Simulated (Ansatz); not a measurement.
Input file:

```yaml
crystal:
  periodic: [false, false, false]
  atoms:
    - {symbol: C, position_ang: [0.000000, 0.000000, 0.879033]}
    - {symbol: C, position_ang: [0.000000, -0.650545, -0.478068]}
    - {symbol: C, position_ang: [0.000000, 0.650545, -0.478068]}
    - {symbol: H, position_ang: [0.912438, 0.000000, 1.477121]}
    - {symbol: H, position_ang: [-0.912438, 0.000000, 1.477121]}
    - {symbol: H, position_ang: [0.000000, -1.584098, -1.017735]}
    - {symbol: H, position_ang: [0.000000, 1.584098, -1.017735]}
basis:
  gaussian: {orbitals: "6-31G*"}
magnetization: {spin_polarized: true, initial_magnetization: 0}
hamiltonian: {xc: {name: PBE}}
output: {orbitals: {seedname: orbitals}}
```

```sh
$ ansatz run in.yaml --threads 1 --pin off --events-out ev --progress --plain --max-ram 4160MiB --backend cpu
```

The program prints:

```
669 factors; their error is unknown
mean field evaluation 1: about -3163.3405 eV, gradient 3.3e1 eV
mean field evaluation 2: about -3158.4090 eV, gradient 4.6e1 eV
mean field evaluation 4: about -3169.0076 eV, gradient 2.2e0 eV
mean field evaluation 8: about -3168.9713 eV, gradient 2.7e-2 eV
mean field evaluation 16: about -3168.9713 eV, gradient 4.2e-6 eV
mean field -3168.97128360 eV, -116.4575466666 hartree, gradient 4.2e-6 eV, S^2 0.000000; 0 other end points of the search recorded, 0 dependent functions left out
reference -3168.97130190 eV, -116.4575473388 hartree; 11, 11 occupied and 42, 42 virtual orbitals, 669 factors
Total energy: -3168.97130190 eV, -116.4575473388 hartree
```

Ran on 1 thread of AMD EPYC 7R13, shared host: 0.97 s wall, 0.13 GiB peak host memory.
